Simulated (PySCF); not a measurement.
## Bond curve of NaN

Set-up: Na def2-TZVP, N def2-TZVP; no relativity (PySCF 2.14). Energies in eV from Na + N in their ground configurations at the same level. State: ³Σ⁻ (triplet), unpaired electrons π ↑↑.

All columns are PBE0. A positive dipole means Na(−)N(+).

| R (Å) | E (eV) | μ (D) | Mulliken charge on Na (basis-dependent) | HOMO (eV) | LUMO (eV) | Mayer bond order | ⟨S²⟩ |
| --- | --- | --- | --- | --- | --- | --- | --- |
| 1.934 | -0.683 | -5.99 | 0.68 | -4.02 | -1.40 | 0.58 | 2.06 |
| 2.024 | -0.888 | -6.14 | 0.64 | -4.02 | -1.46 | 0.62 | 2.07 |
| 2.114 | -0.996 | -6.21 | 0.60 | -4.02 | -1.52 | 0.67 | 2.09 |
| 2.182 | -1.032 | -6.23 | 0.56 | -4.01 | -1.56 | 0.70 | 2.11 |
| 2.249 | -1.041 | -6.22 | 0.53 | -3.99 | -1.60 | 0.72 | 2.13 |
| 2.317 | -1.029 | -6.17 | 0.51 | -3.98 | -1.64 | 0.73 | 2.15 |
| 2.406 | -0.990 | -6.06 | 0.47 | -3.96 | -1.68 | 0.73 | 2.19 |
| 2.519 | -0.921 | -5.87 | 0.43 | -3.94 | -1.73 | 0.72 | 2.25 |
| 2.654 | -0.822 | -5.58 | 0.39 | -3.93 | -1.77 | 0.69 | 2.32 |
| 2.834 | -0.687 | -5.16 | 0.34 | -3.91 | -1.82 | 0.63 | 2.42 |

A fit through these points gives, at Re = 2.240 Å, μ = -6.22 D and dμ/dR = 0.411 D/Å; the reduced mass is 8.702 u.

Problem. How strong is the fundamental in the double-harmonic approximation, I = 42.26·(dμ/dR)²/μred km/mol?

Solution. I = 42.26·(0.411)²/8.702 = 0.820 km/mol at PBE0.

⟨S²⟩ of the unrestricted solution departs from its pure value on part of the curve, where spin states mix. The state is the lowest determinant that a PBE0 search found; another state may lie lower at other levels.
